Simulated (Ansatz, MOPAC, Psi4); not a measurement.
Reaction (SMILES): F[Si]F + 3 [H][H] (H2) → 2 F (HF) + [SiH4] (SiH4)

Wanted: energy of full hydrogenation (enthalpy at 298 K), in kcal/mol. Terms: dispersion terms only where a functional's name holds one; no spin-orbit coupling; PM7 with its own dispersion and hydrogen-bond terms; six Cartesian d functions in 6-31G* and its kin unless marked 5d; non-relativistic. First-principles rows: single points at B3LYP-D3(BJ) geometries (Ansatz, a first-principles code), with unscaled harmonic terms from B3LYP/6-31G* at its own minima. Semi-empirical rows: MOPAC heats of formation at their own minima for 298 K.

```csv
species,coefficient,"E at wB97X-D/6-31G* (Psi4), Eh","E at B3LYP/def2-TZVPD (Ansatz), Eh","H(298 K) - E, kcal/mol","heat of formation at PM7 (MOPAC), kcal/mol"
F[Si]F,-1,-489.17761,-489.39933,5.68,-138.23
[H][H] (H2),-3,-1.17193,-1.17969,8.44,-32.01
F (HF),+2,-100.39740,-100.49371,7.76,-61.94
[SiH4] (SiH4),+1,-291.85627,-291.91659,22.18,12.85
```

 1 Eh = 627.5095 kcal/mol.

Work the quantity out at each level.


- wB97X-D/6-31G*: the sum of coefficient times E is 0.04233 Eh, or 26.56 kcal/mol; the thermal terms add 6.70. Result: 33.3 kcal/mol.
- B3LYP/def2-TZVPD: the sum of coefficient times E is 0.03439 Eh, or 21.58 kcal/mol; the thermal terms add 6.70. Result: 28.3 kcal/mol.
- PM7: the sum of coefficient times heat of formation is 123.23 kcal/mol; it needs no thermal term.
